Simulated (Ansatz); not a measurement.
System: hcp Y. Method: LDA in Ansatz (PAW).

Run with plane-wave cutoff 520 eV, 18×18×10 k mesh (along the axes of the cell as run), Fermi–Dirac smearing 0.05 eV, scalar-relativistic PAW data made under PBE.

Properties against volume:

Shape and atoms are relaxed at each volume.

```json
[
 {"V (Å³/atom)": "28.739", "P (GPa)": "1.90", "c (Å)": "5.453", "a (Å)": "3.489"},
 {"V (Å³/atom)": "29.337", "P (GPa)": "0.91", "c (Å)": "5.484", "a (Å)": "3.515"},
 {"V (Å³/atom)": "29.936", "P (GPa)": "-0.01", "c (Å)": "5.514", "a (Å)": "3.541"},
 {"V (Å³/atom)": "30.535", "P (GPa)": "-0.86", "c (Å)": "5.548", "a (Å)": "3.565"},
 {"V (Å³/atom)": "31.133", "P (GPa)": "-1.65", "c (Å)": "5.578", "a (Å)": "3.590"}
]
```

Ansatz is a quantum-chemistry and plane-wave program.
